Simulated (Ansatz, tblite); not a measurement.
Cost and result up the ladder for Mg(SiH3)2 (MgSi₂H₆) (9 atoms). Total charge 0; singlet. Geometry: r2SCAN-D4/def2-TZVP.

```csv
atom,x (Å),y (Å),z (Å)
Mg1,-0.002,-0.029,-0.003
Si2,2.574,-0.177,0.184
H3,3.069,-0.017,1.586
H4,3.277,0.878,-0.608
H5,3.138,-1.477,-0.292
Si6,-2.574,0.169,-0.185
H7,-3.308,-0.935,0.507
H8,-3.068,0.153,-1.596
H9,-3.106,1.434,0.408
```

Ansatz on 4 threads of AMD EPYC 7B13 on a shared host; xTB runs through tblite on one thread. Times are rough, summed over both states, and most runs start from the orbitals of an earlier one. PBE0-D4/def2-TZVP serves as the yardstick here, not as an exact answer. The other state is a triplet.

The xTB rows come from tblite.

xTB has no spin-polarisation term.

```tsv
level	functions	vertical triplet (eV)	difference from PBE0-D4/def2-TZVP (eV)
PBE0-D4/def2-TZVP (with forces)	142	3.54	0.00
PBE-D4/def2-TZVP	142	3.33	-0.22
GFN1-xTB	34	3.25	-0.29
GFN2-xTB	33	2.53	-1.01
```

**Question.** Estimate how long each takes.

**Answer.** GFN1-xTB 0.009 s; GFN2-xTB 0.009 s; PBE-D4/def2-TZVP 4.6 s; PBE0-D4/def2-TZVP (with forces) 8.9 s. On shared hardware such times vary by a factor of up to 3.
